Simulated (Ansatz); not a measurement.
Cubic BN was calculated with G0W0@HSE06 (Ansatz, an electronic-structure program, hard PAW, contour deformation).

The same calculation (at the measured cell, 5.910 Å³/atom) with different numerical settings; throughout: response cutoff 100 eV, empty bands 49:

```
run    k mesh  quasiparticle gap on the mesh (eV)  quasiparticle gap at Γ (eV)   rough time
---  --------  ----------------------------------  ---------------------------  -----------
1       6×6×6                               6.305                       11.388    70 core-s
2    10×10×10                               6.298                       11.381  10 core-min
3    12×12×12                               6.297                       11.380  30 core-min
4    16×16×16                               6.298                       11.380     3 core-h
```

In the column quasiparticle gap at Γ (eV) the first row differs from the last by +0.008 and the next to last by 0.000.

The last row is no converged limit: other settings stay fixed.

Note: GW on a hybrid start was not checked against another program.
